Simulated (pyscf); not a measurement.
Single points on ωB97X-D3(BJ)/def2-SVP structures (PySCF, gas phase). MP2 and CC: frozen core, UHF for open shells. ΔMP2 is the change of the MP2 total energy from the triple- to the quadruple-zeta basis.

Task: HO–B(OH)–F (SMILES OB(O)F) → O=B–OH (SMILES O=BO) + HF (SMILES F)
Surface: singlet. Broken: B–F, H–O. Formed: F–H. Give ΔE‡ and ΔE from CCSD(T)/def2-TZVPP + ΔMP2(QZVPP), relative to the reactant's lowest minimum found.

Result: ΔE‡ = 2.81 eV, ΔE = +2.50 eV. Zero-point energy shifts the barrier by -0.18 eV. It is an elimination, with an imaginary mode of 1001i cm⁻¹. On the product side the descent ends in a bound adduct, 0.39 eV under the separated species and 0.55 eV under the saddle at ωB97X-D3(BJ)/def2-TZVP. This is the saddle that the search found; another between the same sides may lie lower. The CCSD(T) − MP2 part came from Ansatz, without density fitting, on the same reference.
